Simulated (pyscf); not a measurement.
HN=GaH + H₂ → H₂N–GaH₂, an addition across a multiple bond or ene-type step (singlet surface; H–H broken, Ga–H, H–N formed). Structures and frequencies: ωB97X-D3(BJ)/def2-SVP in PySCF. Energies in eV from the separated reactants.

Small-basis levels: PySCF, no dispersion term, spherical d functions. AM1 to PM7: differences of heats of formation from MOPAC, which are fitted to 298 K values and so differ in kind from electronic energies by zero-point and thermal terms. GFN2-xTB: tblite. Cost: rough CPU time at the saddle relative to B3LYP/6-31G*+LANL2DZ, from one job on a shared machine.

```json
[
 {"level": "MP2/6-31G*+LANL2DZ", "barrier": "1.27", "reaction energy": "-2.29", "cost": "0.1"},
 {"level": "SVWN5/6-31G*+LANL2DZ", "barrier": "0.29", "reaction energy": "-2.82", "cost": "0.7"},
 {"level": "BP86/6-31G*+LANL2DZ", "barrier": "0.73", "reaction energy": "-2.46", "cost": "1"},
 {"level": "M06-2X/6-31G*+LANL2DZ", "barrier": "0.82", "reaction energy": "-2.83", "cost": "2"},
 {"level": "GFN2-xTB", "barrier": "-0.07", "reaction energy": "-2.57", "cost": "under 0.02"},
 {"level": "AM1", "barrier": "0.89", "reaction energy": "-1.91", "cost": "under 0.02"},
 {"level": "PM3", "barrier": "0.93", "reaction energy": "-1.40", "cost": "under 0.02"},
 {"level": "PM6", "barrier": "2.34", "reaction energy": "-0.93", "cost": "under 0.02"},
 {"level": "PM7", "barrier": "2.00", "reaction energy": "-1.03", "cost": "under 0.02"},
 {"level": "ωB97M-D3(BJ)/def2-TZVP", "barrier": "0.66", "reaction energy": "-2.75", "cost": "–"}
]
```

Against the last row the barrier runs from -0.72 (GFN2-xTB) to +1.68 eV (PM6). At GFN2-xTB this geometry lies under one side, so the entry may be no barrier of that level: it is a single point on another level's saddle. ωB97M-D3(BJ)/def2-TZVP has limits of its own. At the saddle there is also a short Ga–H contact that neither side keeps. HN=GaH lies 2.20 eV over its isomer H₂N–Ga [singlet] (electronic energy, ωB97M-D3(BJ)/def2-TZVP). One saddle was located; it need not be the lowest between these sides. In the def2 sets elements up to Kr have no core potential.
